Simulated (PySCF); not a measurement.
Carbon disulfide, CS2, SMILES S=C=S, singlet, B3LYP/def2-SVP optimised geometry.

```
3

S     -1.56     0.00     0.00
C      0.00     0.00     0.00
S      1.56     0.00     0.00
```

Density from B3LYP/def2-TZVP (PySCF 2.14.0) at that geometry.

Minimum of the electron density along straight lines between bonded atoms, close to the bond critical point (lines longer than 1.1 times the sum of covalent radii, or with two minima, are not listed):

```tsv
bond	length / Å	ρ at the minimum / e bohr⁻³	∇²ρ there / e bohr⁻⁵	position (fraction from the first atom)
S1–C2	1.562	0.253	0.25	0.39
C2–S3	1.562	0.253	0.25	0.61
```
